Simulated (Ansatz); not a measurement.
System: hcp Lu. Method: r²SCAN (PAW; Ansatz, a first-principles code).

Settings: plane-wave cutoff 560 eV, 18×18×10 k mesh (along the axes of the cell as run), Fermi–Dirac smearing 0.05 eV, scalar-relativistic PAW data made under PBE.

Computed at the level's own relaxed cell.

### Question
What does this level give for the lattice parameter c, pressure derivative B′ of the bulk modulus and lattice parameter a?

### Answer

- lattice parameter c: 5.454 Å
- pressure derivative B′ of the bulk modulus: 3.4
- lattice parameter a: 3.505 Å

The run finds no gap.

Measured, for comparison: lattice parameter c 5.549 Å (293 K, not corrected to a static lattice, our sources range from 5.549 to 5.563; as tabulated in Wikipedia's data pages); lattice constant a 3.505 Å (293 K, not corrected to a static lattice; as tabulated in Wikipedia's data pages). Computed (rounded) less measured: lattice parameter c -1.7 % (-1.7 % to -2.0 % over the range), lattice constant a 0.0 %. A static lattice is as a rule a little smaller and stiffer than an uncorrected measurement, which narrows the difference in the lattice parameter c and would widen misses of the other sign.

Note: the bulk modulus comes from volumes at which shape and atoms were relaxed.

Spin–orbit coupling is not included.

The computed numbers hold no vibrational or temperature effects.

The result took roughly 14 core-minutes.
